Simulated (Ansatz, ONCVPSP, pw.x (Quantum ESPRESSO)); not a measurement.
**From atom to crystal: ONCV potential for lithium (Li)**

Li (Z = 3), optimised norm-conserving Vanderbilt (ONCV), made with ONCVPSP 4.0.1 (PBEsol, scalar-relativistic). Core none, reference 1s2 2s1. Waves: 1s+2s: rc 1.15 bohr, ncon 4, nbas 7, qcut 9.4 1/bohr, 2 projectors; p scattering state at 0.19 Ha: rc 1.05 bohr, ncon 5, nbas 9, qcut 8 1/bohr, 2 projectors, debl 3 Ha; d scattering state at 0.12 Ha: rc 0.90 bohr, ncon 5, nbas 9, qcut 10.1 1/bohr, 2 projectors, debl 0.4 Ha. Local part: polynomial inside 0.65 bohr (lpopt 5, dvloc0 0 Ha). Core correction: none.

Atomic tests: cutoffs needed: 36 Ha and 42 Ha (the cutoffs (Ha) at which the residual kinetic energy of the hardest occupied pseudo-wave falls to 1 and 0.1 mHa per electron); ghost test: no bound ghost flagged; GHOST(+) flags only above 600 eV; largest excitation error: +955 meV (all-electron minus pseudo) for 1s1 2s1, out of 4 test configurations.

Crystal test: diamond Li in pw.x 7.5, no spin, 8³ k-points, Fermi–Dirac smearing 0.01 Ry, cutoffs 100/400 Ry. The reference is all-electron LAPW (Ansatz 0.2.0) with the same functional, mesh and smearing; V0 and B0 come from Birch–Murnaghan fits to the pressures at five volumes. Errors are pseudo minus all-electron; Δ is the rms difference of the E(V) curves that follow from these fits, minima aligned, over ±6 % about the mean V0. Mesh and smearing are coarse, so the numbers serve the comparison and aren't converged zero-temperature values; the lattice is a test structure that the element need not adopt.

| V (Å³/atom) | P all-electron (GPa) | P pseudo (GPa) |
| --- | --- | --- |
| 24.641 | 0.28 | 0.28 |
| 25.290 | 0.13 | 0.13 |
| 25.938 | -0.02 | -0.01 |
| 26.586 | -0.14 | -0.14 |
| 27.235 | -0.26 | -0.26 |

All-electron: a0 = 5.914 Å (V0 = 25.86 Å³/atom), B0 = 5.4 GPa.

Pseudopotential: mean pressure error (GPa): +0.00; a0 (Å): 5.915; a0 error (%): +0.01; B0 error (%): +0.0; Δ (meV/atom): 0.0.

At the middle volume, how do free energy and pressure move when the wave cutoff is lowered (ecutrho kept at four times it)?

```csv
cutoff (Ry),shift of F (meV/atom),shift of P (GPa)
45,+2012.5,-40.74
60,+318.3,-10.90
80,+9.5,-0.72
```

The run at the middle volume (29 k-points, 6 iterations) took about 16 s on one core of a shared host (Intel(R) Xeon(R) 6975P-C, 192 threads, 1512 GiB, load 32).
